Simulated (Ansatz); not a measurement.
The input, for Ansatz 0.2.0:

```yaml
crystal:
  periodic: [false, false, false]
  atoms:
    - {symbol: Ge, position_ang: [0.000000, 0.000000, 0.000000]}
    - {symbol: H, position_ang: [0.000000, 0.000000, 2.238000]}
basis:
  gaussian: {orbitals: aug-cc-pVDZ, fitting: {mean_field: def2-universal-jkfit}}
total_charge: -1
magnetization: {spin_polarized: false}
correlation: {method: mp2, electrons: outside_noble_gas}
output: {forces: true}
```

```sh
$ ansatz run in.yaml --threads 1 --pin off --events-out ev --progress --plain --max-ram 2393MiB
```

Output:

```
284 factors; integrals over basis functions are off by at most 5.9e-1 eV
mean field evaluation 1: about -56483.9508 eV, gradient 1.4e1 eV
mean field evaluation 2: about -56485.3603 eV, gradient 6.8e0 eV
mean field evaluation 4: about -56485.5679 eV, gradient 4.4e-1 eV
mean field evaluation 8: about -56461.7349 eV, gradient 2.8e1 eV
mean field evaluation 16: about -56485.5185 eV, gradient 2.4e0 eV
mean field evaluation 32: about -56485.5729 eV, gradient 1.9e-4 eV
mean field -56485.57292292 eV, -2075.8065176208 hartree, gradient 1.2e-6 eV, S^2 0.000000; 6 other end points of the search recorded, 0 dependent functions left out; unrestricted orbitals would lower it
mean field evaluation 64: about -56486.5010 eV, gradient 1.4e0 eV
unrestricted determinant -56486.63833095 eV, -2075.8456706436 hartree, S^2 1.0286
14 core orbitals not correlated: weight in the atoms' cores, before any rotation towards them, 1.000 or more for the frozen orbitals, at most 0.000 for the correlated occupied ones
reference -56485.57292292 eV, -2075.8065176208 hartree; 3, 3 occupied and 28, 28 virtual orbitals, 284 factors
second order -2.43837443 eV of doubles, -0.00000000 eV of singles
the calculation of the forces begins
Total energy: -56488.01129735 eV, -2075.8961262283 hartree
Atom 0 at     0.000000     0.000000     0.000000 Å, force    -0.000000    -0.000000     2.061688 eV/Å
Atom 1 at     0.000000     0.000000     2.238000 Å, force     0.000000     0.000000    -2.061688 eV/Å
Dipole moment:    -0.000000     0.000000    -0.622146 e Å
```

Forces (eV/Å):
```
Ge   0.000  0.000  2.062
H    0.000  0.000 -2.062
```

Ran on 1 thread of Arm Neoverse N1, shared host: 1.6 s wall, 0.16 GiB peak host memory.
